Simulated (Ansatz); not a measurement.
Compare A (`FC1=CCN1`) with its isomer B (`C=C=C(N)F`).

Computed with Ansatz on PBE0-D4/def2-TZVP structures; ΔE is electronic, products minus reactants. CCSD(T)/CBS adds triple-zeta CCSD(T) − MP2 to the extrapolated MP2 energy (def2 sets, frozen cores). DFT in def2-TZVPP. B3LYP here is the variant with VWN-RPA as its local correlation; programs differ in this. One conformer a species, not always the lowest.

A:

Z-matrix (Å, degrees):
```
C
N 1 1.502
C 1 1.956 2 45.3
C 1 1.512 2 88.0 3 -3.5
H 1 1.091 2 111.4 3 -121.4
H 1 1.092 2 112.4 3 113.8
H 2 1.016 1 115.7 3 -117.1
F 3 1.313 2 123.2 1 -179.1
H 4 1.076 1 135.5 2 -167.0
```

B:

```xyz
9

C    -0.495   -1.346   -1.216
C     0.057   -0.541   -0.356
C     0.553    0.243    0.563
N    -0.032    1.343    1.163
F     1.763   -0.006    1.092
H    -0.301   -1.266   -2.284
H    -1.171   -2.141   -0.906
H     0.567    2.159    1.161
H    -0.942    1.554    0.784
```

(1) Which isomer does CCSD(T)/CBS put lower? Give the gap. (An estimate is asked.)

(2) Give E(B) − E(A) in kcal/mol with r2SCAN-D4, B3LYP, CCSD(T)/def2-SVP, ωB97M-V, PBE-D4, B3LYP-D4, MP2/def2-TZVPP. (Estimate.)

(3) Does the order hold for the free energy at 298.15 K (harmonic terms from PBE0-D4)? (Best estimate.)

Largest T1 diagnostic: 0.012.

## Answers

(1) Computed: A, by 1.5 kcal/mol.

(2) The calculation gave: r2SCAN-D4 -0.2, B3LYP -3.7, CCSD(T)/def2-SVP 2.5, ωB97M-V 1.4, PBE-D4 0.9, B3LYP-D4 -3.2, MP2/def2-TZVPP 4.2. The order is the other way round with r2SCAN-D4, B3LYP, B3LYP-D4.

(3) The calculation gave: No: G(B) − G(A) = -0.9 kcal/mol, for one conformer each.

At CCSD(T), def2-SVP lies +1.0 kcal/mol from the extrapolated value and def2-TZVPP +0.1 kcal/mol. Leaving LDA and LC-ωPBE aside and taking each functional with its dispersion term where it has one, the values, not all of them listed here, spread over 10.7 kcal/mol, from BLYP-D4 to PBE-QIDH. LDA lies +3.9 kcal/mol from PBE without D4.
